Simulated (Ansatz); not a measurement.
Cartesian coordinates in Å:
```
O -0.310 2.251 -0.102
C -0.022 1.127 -0.025
C 0.281 -0.150 0.065
O -0.591 -1.082 0.482
F 1.548 -0.548 -0.150
H -0.907 -1.598 -0.270
```

The species carries charge 0 and has multiplicity 1.

Problem. List the ωB97M-V/def2-TZVPP orbital energies in eV (the Gaussian-basis code of Ansatz). (Best estimate.)

Solution. Ansatz gave: Occupied: -678.40, -528.20, -527.77, -285.40, -285.09, -37.61, -34.26, -33.22, -24.66, -19.95, -18.97, -17.45, -17.09, -15.58, -15.31, -15.06, -14.53, -12.94, -8.85. Lowest empty: 0.43, 2.03, 3.54, 4.06, 5.59, 7.11, 7.37, 7.82.
